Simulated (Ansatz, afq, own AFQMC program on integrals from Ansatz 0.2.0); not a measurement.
AFQMC on a folder of integrals that Ansatz 0.2.0 wrote.

```yaml
crystal:
  periodic: [false, false, false]
  atoms:
    - {symbol: Ge, position_ang: [0.000000, 0.000000, 0.302970]}
    - {symbol: C, position_ang: [0.000000, 0.000000, -1.483402]}
    - {symbol: H, position_ang: [0.000000, -0.912198, -2.078999]}
    - {symbol: H, position_ang: [0.000000, 0.912198, -2.078999]}
basis:
  gaussian: {orbitals: cc-pVDZ}
magnetization: {spin_polarized: true, initial_magnetization: 0}
correlation: {method: ccsd_t, electrons: outside_noble_gas, hamiltonian_folder: ham}
```

```sh
$ ansatz run in.yaml --threads 1 --pin off --events-out ev --progress --plain --max-ram 1843MiB
```

afq runs on the folder ham with

```
--method phaseless --trial cid --walkers 80 --populations 1 --least-time 40 --time-step 0.02 --steps-per-block 10 --equilibration-blocks 30 --max-blocks 300 --target-error 0.00076 --factor-cut 1e-05 --start determinant --seed 5887 --taylor-order 6
```

Times are imaginary, in 1/Eh. The walk had a cap of 214 s. Filled inner d shells are frozen with the cores.

Output of the walk:

```
orbitals 36  electrons 5 5  factors 290 of 548
reference energy -2114.29601570 Eh
CCSD correlation -0.24008671 Eh in 10 cycles, weight of the determinant in the CISD state 0.8626
energy of the start -2114.536164 Eh
 block  time / (1/Eh)  mean weight  energy / Eh
     1     0.200  0.9974  -2114.532501
     2     0.400  0.9947  -2114.532311
     3     0.600  1.0058  -2114.536631
     4     0.800  0.9983  -2114.536367
     5     1.000  0.9958  -2114.538543
     8     1.600  1.0027  -2114.539423
    13     2.600  0.9991  -2114.542359
    31     6.200  1.0054  -2114.544630
    49     9.800  0.9988  -2114.551445
    61    12.200  0.9982  -2114.569913
    67    13.400  1.0032  -2114.548498
    85    17.000  0.9997  -2114.545264
   103    20.600  1.0101  -2114.558648
   121    24.200  0.9977  -2114.554708
   139    27.800  1.0071  -2114.544777
   157    31.400  0.9973  -2114.544303
   175    35.000  0.9988  -2114.566467
   193    38.600  1.0024  -2114.553643
   211    42.200  0.9987  -2114.554266
   229    45.800  1.0002  -2114.539384
   247    49.400  1.0029  -2114.554547
   259    51.800  1.0054  -2114.548620
blocks merged  error / Eh  count
     1  0.000383  230
     2  0.000499  115
     4  0.000613  57
     8  0.000755  28
    16  0.000891  14
energy -2114.548446 +/- 0.000755 Eh
(rows thinned)
```

The run passed its tests (sampling time, drift between the halves within three errors, error under three times the target), which doesn't prove that it has relaxed.

Against this walk (error 20.5 meV) on the same determinant: CCSD(T) 77.2 meV higher, CCSDT(Q) 31.2 meV higher (within the noise), a separate phaseless walk with a CISD trial and standard settings 19.4 ± 26.2 meV higher (within the noise). The error is statistical and leaves out the bias of the constraint.

Cautions: constraint bias not in the error; no relativity below Rb; no spin-orbit coupling; inner d shell frozen; higher spins were not checked; an unrestricted solution with more broken spin lies lower (127 meV, ⟨S²⟩ 0.40), while this determinant keeps restricted orbitals; the time-step error isn't removed.

The walk took 100 s on 1 thread of AMD EPYC 9R14 (Zen 4), on a shared host. The log's last line is the phaseless energy.

CCSDT and higher add their correlation energy to the determinant of the CCSD(T) run, since their own runs factorise the integrals more tightly (a shift of under 2 meV). A walk keeps the symmetry of its determinant, which the program's search chose and which needn't be the lowest solution, so a lower state of the same spin and another symmetry isn't excluded.
